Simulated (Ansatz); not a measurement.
```xyz
8

F    -0.9519   -0.2200    1.4547
C    -0.7486    0.0437    0.1461
F    -1.3412   -0.9158   -0.5830
C     0.7525    0.0562   -0.1191
F     0.9618    0.4721   -1.3866
F     1.2586   -1.1802    0.0169
H    -1.1995    1.0111   -0.0994
H     1.2682    0.7329    0.5705
```

Charge 0, multiplicity 1.

Task: List the PBE0/def2-TZVPP orbital energies in eV (the Gaussian-basis code of Ansatz). (Estimate.)

Result: Computed: Occupied: -674.97, -674.97, -674.92, -674.92, -283.21, -283.20, -36.12, -35.58, -34.26, -34.17, -22.15, -19.14, -16.86, -16.66, -16.58, -15.63, -15.54, -13.51, -12.81, -12.65, -12.28, -12.14, -12.06, -11.41, -9.88. Lowest empty: 1.38, 1.63, 1.98, 2.37, 4.52, 4.52, 6.05, 6.10.
